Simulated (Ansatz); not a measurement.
# Methacrylic acid (C4H6O2): small, medium and large basis sets

How large a basis does methacrylic acid (C4H6O2) need? Two functionals are run in growing sets.

Computed with Ansatz 0.2.0, Gaussian basis. Level: one geometry, several basis sets.

The runs, in order: PBE0-D4/def2-SVP; ωB97M-V/def2-SVP; PBE0-D4/def2-QZVPP; ωB97M-V/def2-QZVPP; the functionals' def2-TZVPP values are taken from earlier runs.

## (1) The relaxed structure

An earlier PBE0-D4 in a triple-zeta def2 set relaxation fixed the geometry.

SMILES `C=C(C)C(=O)O`, 12 atoms, charge 0, spin multiplicity 1.

Atoms are counted from 1 here; the program's logs count them from 0.

Bond lengths: C1–C2 1.330 Å, C1–H7 1.084 Å, C1–H8 1.083 Å, C2–C3 1.494 Å, C2–C4 1.489 Å, C3–H9 1.093 Å, C3–H10 1.093 Å, C3–H11 1.090 Å, C4–O5 1.203 Å, C4–O6 1.347 Å, O6–H12 0.967 Å. Angles: C2–C1–H7 121.2°, C2–C1–H8 120.3°, H7–C1–H8 118.5°, C1–C2–C3 124.2°, C1–C2–C4 116.9°, C3–C2–C4 118.9°, C2–C3–H9 111.1°, C2–C3–H10 111.1°, C2–C3–H11 110.5°, H9–C3–H10 106.6°, H9–C3–H11 108.7°, H10–C3–H11 108.7°, C2–C4–O5 125.9°, C2–C4–O6 112.1°, O5–C4–O6 122.0°, C4–O6–H12 106.1°.

## (2) PBE0-D4 in def2-SVP

The input, in.yaml:

```yaml
crystal:
  periodic: [false, false, false]
  atoms:
    - {symbol: C, position_ang: [-0.529017, -1.433202, -0.686464]}
    - {symbol: C, position_ang: [-0.046909, -0.333673, -0.114852]}
    - {symbol: C, position_ang: [1.231469, -0.279187, 0.655784]}
    - {symbol: C, position_ang: [-0.850469, 0.911027, -0.266098]}
    - {symbol: O, position_ang: [-1.892829, 1.009980, -0.858342]}
    - {symbol: O, position_ang: [-0.275823, 1.961797, 0.349343]}
    - {symbol: H, position_ang: [-0.002036, -2.377936, -0.620752]}
    - {symbol: H, position_ang: [-1.464363, -1.400280, -1.231532]}
    - {symbol: H, position_ang: [1.058536, 0.051920, 1.682584]}
    - {symbol: H, position_ang: [1.928987, 0.434897, 0.211468]}
    - {symbol: H, position_ang: [1.705144, -1.260874, 0.680481]}
    - {symbol: H, position_ang: [-0.862689, 2.715541, 0.198362]}
basis:
  gaussian: {orbitals: def2-SVP}
hamiltonian: {xc: pbe0, dispersion: d4}
output: {orbitals: {seedname: orbitals}}
```

On the command line:

```console
$ ansatz run in.yaml --threads 4 --pin off --events-out ev --progress --plain --max-ram 10444MiB
```

After this run come: ωB97M-V in def2-SVP; PBE0-D4 in def2-QZVPP; ωB97M-V in def2-QZVPP.

Q: Predict the results of all the runs planned. Wanted: PBE0-D4: double and triple zeta above quadruple; ωB97M-V: double and triple zeta above quadruple.

**Answer**, as computed:

| quantity | value |
| --- | --- |
| PBE0-D4: double and triple zeta above quadruple | 9.91, 0.44 eV |
| ωB97M-V: double and triple zeta above quadruple | 10.24, 0.42 eV |

PBE0-D4 gains 9.47 eV from double to triple zeta, then 0.44 eV more. These are total energies; as a rule much of such shifts cancels in differences, which this series doesn't test.
